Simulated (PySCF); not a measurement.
Potential energy of MgO⁺ along the bond

Set-up: Mg pcseg-2, O pcseg-2; no relativity (PySCF 2.14). Energies in eV from Mg⁺ + O in their ground configurations at the same level. State: ²Π (doublet), unpaired electrons π ↑.

All columns are M06-L. A positive dipole points towards O; it is taken about the centre of mass and depends on that origin.

| R (Å) | E (eV) | μ (D) | Mulliken charge on Mg (basis-dependent) | HOMO (eV) | LUMO (eV) | Mayer bond order | ⟨S²⟩ |
| --- | --- | --- | --- | --- | --- | --- | --- |
| 1.570 | -1.598 | -8.00 | 1.43 | -12.51 | -10.49 | 0.99 | 0.76 |
| 1.643 | -2.122 | -8.26 | 1.41 | -12.22 | -10.22 | 1.02 | 0.76 |
| 1.716 | -2.404 | -8.52 | 1.40 | -11.96 | -9.96 | 1.02 | 0.76 |
| 1.771 | -2.499 | -8.72 | 1.40 | -11.76 | -9.78 | 1.01 | 0.76 |
| 1.826 | -2.520 | -8.92 | 1.40 | -11.58 | -9.60 | 1.00 | 0.76 |
| 1.881 | -2.482 | -9.11 | 1.40 | -11.41 | -9.43 | 0.99 | 0.76 |
| 1.954 | -2.367 | -9.36 | 1.41 | -11.19 | -9.23 | 0.97 | 0.76 |
| 2.045 | -2.149 | -9.66 | 1.41 | -10.94 | -9.24 | 0.94 | 0.76 |
| 2.155 | -1.826 | -9.99 | 1.42 | -10.69 | -9.34 | 0.92 | 0.77 |
| 2.301 | -1.353 | -10.31 | 1.40 | -10.44 | -9.59 | 0.90 | 0.78 |

A fit through these points gives, at Re = 1.816 Å, μ = -8.88 D and dμ/dR = -3.57 D/Å; the reduced mass is 9.596 u.

Q: How strong is the fundamental in the double-harmonic approximation, I = 42.26·(dμ/dR)²/μred km/mol?

A: I = 42.26·(-3.57)²/9.596 = 56.1 km/mol at M06-L.

For an ion De counts to the pair picked by the measured ionisation energies or electron affinities, which need not be the lowest pair at this level. The state was picked by a PBE0 search and need not be the measured ground state.
